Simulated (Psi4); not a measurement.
# TPSS/def2-QZVPD (density fitting, sweep point 6) run of C2HFN+ (SMILES Fc1[cH+]n1)

Aim: the vertical electron affinity of C2HFN+ at TPSS/def2-QZVPD (density fitting, sweep point 6), from 2 runs. 

The results are computed with Psi4 1.11.

## Step 1: The system as given

C2HFN+ has 5 atoms, charge +1, and is taken as a singlet. SMILES: `Fc1[cH+]n1`. The coordinates come from a GFN2-xTB relaxation.

Bond lengths: F1–C2 1.237 Å, C2–C3 1.374 Å, C2–N4 1.339 Å, C3–N4 1.333 Å, C3–H5 1.083 Å. Angles: F1–C2–C3 154.3°, F1–C2–N4 146.9°, C3–C2–N4 58.8°, C2–C3–N4 59.3°, C2–N4–C3 61.9°, C2–C3–H5 155.9°, N4–C3–H5 144.8°.

## Step 2: A single-point energy at TPSS/def2-QZVPD (density fitting, sweep point 6)

job.inp reads:

```
memory 1600 mb

molecule geom {
  1 1
  F      0.28262744    -2.92259373     1.95543190
  C     -0.09562014    -1.16136898     0.46577970
  C      0.18009090     1.27237150    -0.39812750
  N     -1.24113432    -0.38550413    -1.65201748
  H      0.87403613     3.19709535    -0.37106662
  units bohr
  symmetry c1
}

set basis def2-QZVPD
set reference rks
set puream true
set scf_type df
set dft_radial_points 99
set dft_spherical_points 590

energy("tpss")
```

Run with:

```
psi4 -n 1 job.inp job.out
```

job.out, shortened:

```text
[...]
  Running in c1 symmetry.
[...]
  Nuclear repulsion =  102.200524204000004
[...]
  Multiplicity = 1
[...]
  Nalpha       = 14
  Nbeta        = 14
[...]
    Number of basis functions: 288
[...]
   @DF-RKS iter   1:  -230.97079684373324    2.92944e-01   1.94396e-03 DIIS/ADIIS
[...]
   @DF-RKS iter   9:  -231.10065677061843   -2.08043e-08   1.14610e-07 DIIS
[...]
    Orbital Energies [Eh]
    ---------------------
    Doubly Occupied:
       1A    -24.778939     2A    -14.474385     3A    -10.465582
       4A    -10.396534     5A     -1.530559     6A     -1.307307
       7A     -0.895181     8A     -0.882727     9A     -0.801355
      10A     -0.780111    11A     -0.746515    12A     -0.680431
      13A     -0.674141    14A     -0.557973
[...]
  @DF-RKS Final Energy:  -231.10065677061843
   => Energetics <=
    Nuclear Repulsion Energy =            102.2005242040000041
    One-Electron Energy =                -509.3026578924358319
    Two-Electron Energy =                 204.2566337694381104
    DFT Exchange-Correlation Energy =     -28.2551568516206935
    Empirical Dispersion Energy =           0.0000000000000000
    VV10 Nonlocal Energy =                  0.0000000000000000
    Total Energy =                       -231.1006567706184285
[...]
 Multipole Moments:
 ------------------------------------------------------------------------------------
     Multipole            Electronic (a.u.)      Nuclear  (a.u.)        Total (a.u.)
 ------------------------------------------------------------------------------------
 L = 1.  Multiply by 2.5417464519 to convert [e a0] to [Debye]
 Dipole X            :          0.1432168            0.2936069            0.4368237
 Dipole Y            :         -1.7804419            3.0410754            1.2606334
 Dipole Z            :          1.1477025           -1.1565381           -0.0088356
 Magnitude           :                                                    1.3342000
[...]
```

Run time: 2.6 min. Hardware: 1 thread of Intel Xeon Platinum 8175M at 2.50GHz (Skylake/Cascade Lake), shared host; peak memory 1.2 GiB.

## Step 3: Doublet neutral C2HFN at the same level

input.dat reads:

```
memory 1600 MB

molecule geom {
  0 2
  F      0.28262744    -2.92259373     1.95543190
  C     -0.09562014    -1.16136898     0.46577970
  C      0.18009090     1.27237150    -0.39812750
  N     -1.24113432    -0.38550413    -1.65201748
  H      0.87403613     3.19709535    -0.37106662
  units au
  symmetry c1
}

set {
  reference uks
  puream true
  scf_type df
  dft_radial_points 99
  dft_spherical_points 590
  maxiter 150
}

energy('tpss/def2-QZVPD')
print_variables()
```

Run with:

```
psi4 input.dat output.dat -n 1
```

output.dat, shortened:

```text
[...]
  Running in c1 symmetry.
[...]
  Nuclear repulsion =  102.200524204000004
[...]
  Multiplicity = 2
[...]
  Nalpha       = 15
  Nbeta        = 14
[...]
    Number of basis functions: 288
[...]
   @DF-UKS iter   1:  -230.98354453162710    2.80196e-01   3.12435e-03 ADIIS/DIIS
[...]
   @DF-UKS iter  11:  -231.35459555739553   -6.72462e-08   1.97654e-07 DIIS
[...]
   @S^2 Observed:                7.654668803E-01
[...]
    Orbital Energies [Eh]
    ---------------------
    Alpha Occupied:
       1A    -24.521000     2A    -14.118404     3A    -10.158561
       4A    -10.044760     5A     -1.277776     6A     -0.981831
       7A     -0.641443     8A     -0.585136     9A     -0.519197
      10A     -0.511863    11A     -0.468885    12A     -0.389834
      13A     -0.382800    14A     -0.259255    15A     -0.117116
    Alpha Virtual:
      16A     -0.067763    17A     -0.017397    18A      0.010450
      19A      0.034643    20A      0.043828    21A      0.056518
      22A      0.064738    23A      0.086227    24A      0.108737
      25A      0.118245    26A      0.131932    27A      0.146823
[...]
  @DF-UKS Final Energy:  -231.35459555739553
   => Energetics <=
    Nuclear Repulsion Energy =            102.2005242040000041
    One-Electron Energy =                -517.7890954452460619
    Two-Electron Energy =                 212.8484274529861295
    DFT Exchange-Correlation Energy =     -28.6144517691355702
    Empirical Dispersion Energy =           0.0000000000000000
    VV10 Nonlocal Energy =                  0.0000000000000000
    Total Energy =                       -231.3545955573955268
[...]
 Multipole Moments:
 ------------------------------------------------------------------------------------
     Multipole            Electronic (a.u.)      Nuclear  (a.u.)        Total (a.u.)
 ------------------------------------------------------------------------------------
 L = 1.  Multiply by 2.5417464519 to convert [e a0] to [Debye]
 Dipole X            :          0.1641557            0.2936069            0.4577626
 Dipole Y            :         -2.9297198            3.0410754            0.1113555
 Dipole Z            :          1.7817527           -1.1565381            0.6252146
 Magnitude           :                                                    0.7828410
[...]
```

It took 4.6 min on 1 thread of Intel Xeon Platinum 8175M at 2.50GHz (Skylake/Cascade Lake), shared host; peak memory 1.2 GiB.

## Step 4: Outcome

Level: TPSS/def2-QZVPD (density fitting, sweep point 6).

| quantity | value |
| --- | --- |
| singlet C2HFN+: total energy | -231.10066 Eh |
| singlet C2HFN+: HOMO energy | -15.18 eV |
| singlet C2HFN+: LUMO energy | -10.68 eV |
| singlet C2HFN+: HOMO–LUMO gap | 4.51 eV |
| doublet neutral C2HFN: total energy | -231.35460 Eh |
| doublet neutral C2HFN: dipole moment | 1.99 D |
| doublet neutral C2HFN: HOMO energy (highest over α and β) | -3.19 eV |
| doublet neutral C2HFN: LUMO energy (lowest over α and β) | -1.84 eV |
| doublet neutral C2HFN: ⟨S²⟩ | 0.765 |
| vertical electron affinity (to the doublet neutral) | 6.910 eV |

What this shows: At fixed nuclei the extra electron is bound by 6.91 eV (159 kcal/mol).
